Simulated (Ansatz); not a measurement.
# B2H2 (singlet): from Hartree-Fock to the top rungs at distance B1–H3 = 1.082 Å, 6-31G

An exercise on one series of results from a longer session: the logs are not shown, and one member is left open.

Method: 6-31G, core rule «outside noble gas», up to 2 orbitals frozen; program: Ansatz 0.2.0, Gaussian basis.

To be run: UHF; CCSD(T) on RHF; CCSD(T) on UHF; BCCD(T) on RHF; CISD; CCSDT(Q) on RHF; CCSDT(Q) on UHF; CISDTQ; CCSDTQ on RHF; CASSCF and MRCISD+Q, 2 electrons in 2 orbitals; CASSCF and NEVPT2, 2 electrons in 2 orbitals; CASSCF and MRCISD+Q, 8 electrons in 10 orbitals; CASSCF and NEVPT4(SD), 8 electrons in 10 orbitals; CASSCF and NEVPT2, 8 electrons in 10 orbitals; Full CI.

15 further runs of the same task are left out: 10 that didn't finish, 5 set aside as unsound or not needed.

## The system

The geometry derives from a PBE0/def2-TZVP stationary point (not a proven minimum). One bond is set to the value named and the two fragments are kept rigid.

4 atoms, charge 0, spin multiplicity 1.

Atoms are counted from 1 here; the program's logs count them from 0.

Bond lengths: B1–B2 1.525 Å, B1–H3 1.082 Å, B2–H4 1.176 Å. Angles: B2–B1–H3 180.0°, B1–B2–H4 180.0°.

Set-up of the first run:

File in.yaml:

```yaml
crystal:
  periodic: [false, false, false]
  atoms:
    - {symbol: B, position_ang: [0.000000, 0.000000, 0.785954]}
    - {symbol: B, position_ang: [0.000000, 0.000000, -0.739086]}
    - {symbol: H, position_ang: [0.000000, 0.000000, 1.867954]}
    - {symbol: H, position_ang: [0.000000, 0.000000, -1.914820]}
basis:
  gaussian: {orbitals: 6-31G}
magnetization: {spin_polarized: true, initial_magnetization: 0}
hamiltonian: {xc: hf}
output: {orbitals: {seedname: orbitals}}
```

Started as:

```console
ansatz run in.yaml --threads 1 --pin off --events-out ev --progress --plain --max-ram 2393MiB
```

Among the steps run: UHF; CCSD(T) on RHF; CCSD(T) on UHF; BCCD(T) on RHF; CISD; CCSDT(Q) on RHF; CCSDT(Q) on UHF; CISDTQ; CCSDTQ on RHF; CASSCF and MRCISD+Q, 2 electrons in 2 orbitals; CASSCF and NEVPT2, 2 electrons in 2 orbitals; CASSCF and MRCISD+Q, 8 electrons in 10 orbitals; CASSCF and NEVPT4(SD), 8 electrons in 10 orbitals; CASSCF and NEVPT2, 8 electrons in 10 orbitals; Full CI.

One table of the session follows, with a row left open; its other results are not shown here.

| method | from FCI (meV) |
| --- | --- |
| RHF | +3391.2 |
| RMP2 | +975.7 |
| CISD | +390.5 |
| RCCSD | +216.3 |
| RCCSD(T) | +127.9 |
| BCCD(T) | +128.5 |
| RCCSDT | +29.3 |
| CISDTQ | +36.9 |
| RCCSDT(Q) | -4.2 |
| RCCSDTQ | +1.2 |
| CASSCF valence | +802.9 |
| NEVPT2 valence | +244.1 |
| NEVPT4(SD) valence | +38.8 |
| MRCISD valence | ? |
| MRCISD+Q valence | +4.7 |
| FCI | 0 |

Estimate the missing values for MRCISD valence.

**Answer.** from FCI (meV): +18.1. In the column «from FCI (meV)» it lies between MRCISD+Q valence (+4.7) and RCCSDT (+29.3).

Not comparable, so not listed: CASSCF and MRCISD+Q, 2 electrons in 2 orbitals (they don't share determinant, frozen orbitals or solution with the rows shown, or repeat one).

Limits of these values: The report flags that the cluster equations may have other roots. Left out of the table: CASSCF pair, NEVPT2 pair (the active space lost an orbital or holds another state than full CI finds). Left out of the table: UHF, UMP2, UCCSD, UCCSD(T), UCCSDT, UCCSDT(Q) (another determinant or state than the rows shown). The program flags RCCSDT(Q), RCCSDTQ as in doubt, so those rows may rest on another solution; read them beside their warnings. RCCSDT(Q) falls below full CI, which methods that aren't variational can do. Warnings in the runs' records: passed over end.
